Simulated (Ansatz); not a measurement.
System: hydrogen isocyanide, CHN, net charge 0, singlet state. 
Coordinates optimised at B3LYP-D3(BJ)/def2-TZVP (Ansatz, a program for electronic structure):
```xyz
3

C      0.0000     0.0000    -0.7364
N      0.0000     0.0000     0.4276
H      0.0000     0.0000     1.4250
```

Basis-set convergence of Hartree-Fock and CCSD(T) correlation energies (hartree) with Ansatz. Correlated levels leave the core frozen unless marked. Spin-orbit coupling is left out. No relativistic terms.

```csv
basis,functions,E(HF),"E(corr, CCSD(T))"
def2-SVP,33,-92.78539,-0.29627
def2-TZVPP,76,-92.89650,-0.35733
def2-QZVPP,144,-92.90026,-0.37753
```

Extrapolating the two largest sets (X = 3 and 4) as X^-3: E(corr) = (64·(-0.37753) - 27·(-0.35733))/37 = -0.3923 Eh, an estimate of the basis-set limit. The largest set recovers 96.2 % of it, the smallest 75.5 %.
